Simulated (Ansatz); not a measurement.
Below is the output of a Python script on Ansatz 0.2.0 through its Python package that makes a single point in a Gaussian basis of C4H8N2, SMILES C/N=C/C(C)=N. Write a script that gives it. Use: B3LYP, def2-SVP basis, multiplicity 1.

```tsv
atom	x (Å)	y (Å)	z (Å)
C	2.3344	0.6146	0.1415
N	0.8873	0.5898	0.3382
C	0.3086	-0.3476	-0.3262
C	-1.1864	-0.5290	-0.2481
C	-1.9658	0.4057	0.6273
N	-1.7749	-1.4672	-0.9202
H	2.5910	0.7807	-0.9103
H	2.7988	-0.3141	0.4901
H	2.7602	1.4386	0.7222
H	0.8372	-1.0632	-0.9783
H	-1.6191	0.3181	1.6605
H	-1.8293	1.4340	0.2817
H	-3.0310	0.1603	0.5911
H	-1.1110	-2.0208	-1.4694
```

```console
$ python energy_c4h8n2.py
converged              True
free_energy_ev         -7252.098544009308
reference_energy_ev    -7252.098544009308
n_frozen               0
n_occupied             [23, 23]
n_virtual              [101, 101]
<S^2> = 0.0  all-electron relativity setting: none
passes: {'evaluations': 16, 'products': 13}
occupied orbitals by irrep: [{'A': 23}, {'A': 23}]
```

The script that was run (others could print the same):

Script `energy_c4h8n2.py`:
```python
import ansatz as az
from ase import Atoms

atoms = Atoms(["C", "N", "C", "C", "C", "N", "H", "H", "H", "H", "H", "H", "H", "H"], positions=[
    [2.3344, 0.6146, 0.1415],
    [0.8873, 0.5898, 0.3382],
    [0.3086, -0.3476, -0.3262],
    [-1.1864, -0.529, -0.2481],
    [-1.9658, 0.4057, 0.6273],
    [-1.7749, -1.4672, -0.9202],
    [2.591, 0.7807, -0.9103],
    [2.7988, -0.3141, 0.4901],
    [2.7602, 1.4386, 0.7222],
    [0.8372, -1.0632, -0.9783],
    [-1.6191, 0.3181, 1.6605],
    [-1.8293, 1.434, 0.2817],
    [-3.031, 0.1603, 0.5911],
    [-1.111, -2.0208, -1.4694],
])
mol = az.Crystal.molecule_from_ase(atoms)

job = mol.calculation().basis(gaussian="def2-SVP").functional("b3lyp").accuracy("medium")
result = job.run(threads=1, pin="off")
rep = result.report

for key in ("converged", "free_energy_ev", "reference_energy_ev", "n_frozen", "n_occupied", "n_virtual"):
    print(f"{key:22s} {rep[key]}")

field = rep["mean_field"]
print("<S^2> =", round(abs(field["state"]["spin_squared"]), 4), " all-electron relativity setting:", field["relativity"])
print("passes:", field["passes"])
if "symmetry" in field:
    print("occupied orbitals by irrep:", field["symmetry"]["occupied"])
```

Reading the output:
- The settings weren't tested for convergence.
- The geometry is a force-field or estimated start, not a minimum of this method, and the basis set is short of its limit.
- b3lyp holds the VWN-RPA fit, as in Gaussian; the form of ORCA and Turbomole is b3lyp5.
- Timing: 5.5 s on 1 thread of Arm Neoverse V1, with other jobs on the host, peak memory 0.3 GiB.

(Lines on the test bed's own set-up are left out of the output.)
